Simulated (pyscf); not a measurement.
Routes from HF (SMILES F) + F–C:–Cl (SMILES F[C]Cl) [singlet]

Candidate steps break at most two bonds and form at most two. Each was searched with GFN2-xTB (tblite) first. PySCF, gas phase, ωB97X-D3(BJ)/def2-SVP geometries. MP2 and CC: frozen core, UHF for open shells. ΔMP2 is the change of the MP2 total energy from the triple- to the quadruple-zeta basis. Energies: CCSD(T)/def2-TZVPP + ΔMP2(QZVPP), kJ/mol, from the separated reactants, singlet surface.

| products | type | ΔE‡ | ΔE | ΔG‡ 298 K | ΔG‡ 900 K | ν‡ (cm⁻¹) |
|---|---|---|---|---|---|---|
| F–CH(F)–Cl | insertion | 64.4 | -254.6 | 103.2 | 186.6 | 1273i |
| F–C:–F [singlet] + HCl | four-centre exchange | 120.7 | -43.1 | 153.6 | 237.5 | 909i |

Row 1: On the reactant side the descent ends in a complex, 33.4 kJ/mol under the separated species and 79.8 kJ/mol under the saddle at ωB97X-D3(BJ)/def2-TZVP. 

Plain bond fissions and candidates not yet searched are not listed, and one of them may be faster. Each barrier is that of the saddle found; lower ones may exist. The CCSD(T) − MP2 part came from Ansatz, without density fitting, on the same reference.
